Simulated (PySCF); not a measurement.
# Diatomics of C with the second period

r²SCAN with triple-zeta basis sets in PySCF, for the lowest determinant that a PBE0 search found; no spin–orbit coupling. De refers to high-spin ground-configuration atoms. A positive dipole means M(−)C(+).

```
 M         basis  state (unpaired electrons)  Re (Å)  ωe (cm⁻¹)  De (eV)  μ (D)
Li  x2c-TZVPPall         quartet (σ ↑, π ↑↑)   1.892        688     2.81  -6.24
 B    def2-TZVPP         quartet (σ ↑, π ↑↑)   1.486       1181     4.79  -1.50
 C    def2-TZVPP          triplet (σ ↑, π ↑)   1.305       1690     6.31    n/a
 N  x2c-TZVPPall               doublet (σ ↑)   1.164       2148     7.71   1.42
 O    def2-TZVPP      singlet (closed shell)   1.127       2195    11.08  -0.18
 F    def2-TZVPP               doublet (π ↑)   1.278       1297     5.84  -0.83
```

The shortest bond is that of CO (1.127 Å), the longest that of LiC (1.892 Å). CO is bound most strongly (11.08 eV) and LiC least (2.81 eV).

The rows differ in basis set, which adds steps of its own.

The state changes along the series, so neighbouring rows are not always alike in their bonding.

States were picked by a PBE0 search and need not be the measured ground states.
